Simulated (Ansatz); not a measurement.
## Ansatz (development build ahead of 0.2.0) run

```yaml
crystal:
  periodic: [false, false, false]
  atoms:
    - { symbol: S, position_ang: [-0.00909, 0.00295, 0.00523] }
    - { symbol: O, position_ang: [1.12231, -0.82394, -0.04086] }
    - { symbol: O, position_ang: [-0.29346, 0.73794, 1.16485] }
    - { symbol: O, position_ang: [-0.85614, 0.09473, -1.10835] }
basis:
  gaussian: { orbitals: def2-SVP }
total_charge: 1
magnetization:
  spin_polarized: true
  initial_magnetization: 1
hamiltonian:
  xc: hf
correlation:
  method: mp2
  frozen_orbitals: { O: 1, S: 5 }
output:
  forces: true
```

The input is written out in the form of the current development build from the run's settings.

The run gave:

| Property | Result |
| --- | --- |
| Converged | yes |
| Reference energy | -621.20580 hartree |
| Correlation energy | -0.67000 hartree |
| Total energy | -621.87580 hartree |
| Spin squared of the determinant | 0.776 |
| Stability test | minimum |

Forces (eV/Å):
```
atom      Fx      Fy      Fz
  S1   2.304  -0.251   3.027
  O2   1.945  -1.852  -1.017
  O3  -1.355   1.790   1.796
  O4  -2.894   0.313  -3.806
```

Caution: MP2 forces lie far from those of the mean fields; the determinant breaks the point group.
